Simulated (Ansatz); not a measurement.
Born–Oppenheimer molecular dynamics of C2F (3 atoms, charge -1, multiplicity 1). It starts from a relaxed structure.

Method: RKS PBE-D4/def2-SVP (Ansatz 0.2.0).

```
ensemble        : NVT, Nosé–Hoover chain
time step       : 2 fs
steps asked     : 166
set temperature : 500 K
thermostat      : time constant 100 fs, chain length 3 (defaults)
seed            : 525071
```

Frames 20 fs apart, positions in Å, forces in eV/Å.

Velocities at 40.0 fs (Å/ps):

```
C 1.40 5.02 1.40
C -1.42 -7.70 -1.81
F 0.02 1.69 0.26
```

```xyz
3
Properties=species:S:1:pos:R:3:forces:R:3 time_fs=40.0 energy_less_start_eV=0.006 T=473
C 0.543 1.093 0.418 0.17 0.49 0.15
C -0.017 0.044 -0.002 -0.10 -0.52 -0.12
F -0.531 -1.135 -0.419 -0.07 0.03 -0.03
3
Properties=species:S:1:pos:R:3:forces:R:3 time_fs=60.0 energy_less_start_eV=0.067 T=99
C 0.530 1.133 0.418 -1.06 -2.47 -0.86
C 0.023 -0.003 0.010 1.27 2.98 1.04
F -0.549 -1.131 -0.426 -0.22 -0.51 -0.18
3
Properties=species:S:1:pos:R:3:forces:R:3 time_fs=80.0 energy_less_start_eV=0.029 T=389
C 0.507 1.124 0.406 -0.36 -1.22 -0.35
C 0.051 -0.016 0.022 0.62 1.92 0.58
F -0.552 -1.117 -0.426 -0.26 -0.70 -0.23
3
Properties=species:S:1:pos:R:3:forces:R:3 time_fs=100.0 energy_less_start_eV=0.058 T=273
C 0.518 1.107 0.408 1.03 2.19 0.81
C 0.039 0.033 0.023 -1.55 -3.11 -1.19
F -0.551 -1.137 -0.428 0.51 0.91 0.38
3
Properties=species:S:1:pos:R:3:forces:R:3 time_fs=120.0 energy_less_start_eV=0.048 T=443
C 0.542 1.081 0.416 1.06 2.15 0.82
C -0.020 0.060 0.000 -1.16 -2.66 -0.94
F -0.529 -1.138 -0.418 0.11 0.51 0.12
3
Properties=species:S:1:pos:R:3:forces:R:3 time_fs=140.0 energy_less_start_eV=0.066 T=480
C 0.567 1.106 0.431 -1.30 -2.00 -0.91
C -0.049 0.045 -0.016 1.56 2.32 1.08
F -0.526 -1.144 -0.418 -0.25 -0.32 -0.17
3
Properties=species:S:1:pos:R:3:forces:R:3 time_fs=160.0 energy_less_start_eV=0.117 T=365
C 0.538 1.125 0.420 -1.36 -2.87 -1.07
C 0.001 -0.003 0.000 1.99 4.17 1.56
F -0.540 -1.126 -0.421 -0.63 -1.31 -0.49
3
Properties=species:S:1:pos:R:3:forces:R:3 time_fs=180.0 energy_less_start_eV=0.030 T=1231
C 0.496 1.127 0.401 0.34 0.42 0.22
C 0.083 -0.008 0.038 -0.79 -0.87 -0.50
F -0.565 -1.124 -0.433 0.45 0.45 0.28
3
Properties=species:S:1:pos:R:3:forces:R:3 time_fs=200.0 energy_less_start_eV=0.235 T=174
C 0.490 1.099 0.394 2.20 5.30 1.82
C 0.084 0.022 0.043 -3.03 -6.44 -2.38
F -0.562 -1.125 -0.432 0.83 1.14 0.56
3
Properties=species:S:1:pos:R:3:forces:R:3 time_fs=220.0 energy_less_start_eV=0.006 T=1976
C 0.545 1.104 0.421 -0.06 0.02 -0.03
C -0.010 0.044 0.002 -0.07 -0.45 -0.10
F -0.538 -1.142 -0.423 0.13 0.43 0.13
3
Properties=species:S:1:pos:R:3:forces:R:3 time_fs=240.0 energy_less_start_eV=0.293 T=179
C 0.592 1.103 0.443 -2.62 -3.69 -1.78
C -0.097 0.045 -0.039 3.35 5.24 2.36
F -0.512 -1.142 -0.411 -0.74 -1.55 -0.58
3
Properties=species:S:1:pos:R:3:forces:R:3 time_fs=260.0 energy_less_start_eV=0.141 T=1286
C 0.569 1.112 0.433 -1.82 -2.94 -1.29
C -0.052 0.032 -0.020 2.34 3.94 1.68
F -0.526 -1.139 -0.417 -0.52 -1.00 -0.39
```

Of the whole run (332 fs, mean temperature of the second half 951 K): The conserved energy wandered by up to 14.9 meV per atom (net 11.8 meV per atom), which is poor conservation. The mean temperature of the second half is 90 % above the set value. A run of 0.33 ps of so small a system gives no equilibrium averages. Limits of this set-up: an anion without diffuse functions, the dipole of an ion depends on the origin.

Time of the run: 55 s on 1 thread of Intel(R) Xeon(R) Platinum 8375C CPU @ 2.90GHz (Ice Lake) (shared host), peak memory 0.1 GiB.
